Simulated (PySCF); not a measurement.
# Argon: a sound run and one with changed settings

Sound run: Ar [Ar], Ar⁺ [Ne] 3s2 3p5. Computed with PySCF 2.14 in aug-cc-pVDZ-DK (5s4p2d, 27 functions), with scalar relativity by spin-free X2C-1e. In the sound run the correlated levels freeze [Ne]. The sound run starts from symmetry-adapted Hartree-Fock orbitals and uses a fine grid where one is needed.

Changed run: a valence shell is frozen. This setting is unsound on purpose.

```
species   method  sound run (hartree)  changed run (hartree)  converged
     Ar      MP2           -528.76153             -528.73213        yes
     Ar  CCSD(T)           -528.77587             -528.74294        yes
    Ar⁺      MP2           -528.18680             -528.14986        yes
    Ar⁺  CCSD(T)           -528.20585             -528.16166        yes
```

Ionisation energy of Ar:

| method | sound run (eV) | changed run (eV) |
| --- | --- | --- |
| UHF | 14.664 | 14.664 |
| MP2 | 15.639 | 15.844 |
| SCS-MP2 | 15.540 | 15.785 |
| CCSD | 15.489 | 15.793 |
| CCSD(T) | 15.511 | 15.817 |

Freezing a valence shell removes pair correlation that changes on ionisation.

For comparison, NIST gives 15.760 eV between the lowest levels.
